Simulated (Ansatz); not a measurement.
A calculation on hcp Zr returned lattice constant a 3.146 Å, lattice parameter c 5.083 Å.

For reference: lattice constant a 3.232 Å (measured, 293 K, not corrected to a static lattice; as tabulated in Wikipedia's data pages); lattice parameter c 5.148 Å (measured, 293 K, no zero-point or thermal correction; as tabulated in Wikipedia's data pages).

### Question
Which level of theory produced these numbers?
(A) Hartree–Fock (Ansatz, a first-principles code)
(B) r²SCAN+rVV10 (Ansatz)
(C) PBE0 (Ansatz)
(D) LDA (Ansatz)

### Answer
D, LDA (Ansatz)

The others give: r²SCAN+rVV10 3.234 Å, 5.142 Å; PBE0 3.260 Å, 5.118 Å; Hartree–Fock 3.379 Å, 5.287 Å.

Unless a cell is named, each level is at its own relaxed cell (Hartree–Fock 26.14, LDA 21.79, PBE0 23.54, r²SCAN+rVV10 23.28 Å³/atom).

Ansatz's density-functional and Hartree–Fock values are scalar-relativistic unless marked +SOC, with PAW data made under PBE.
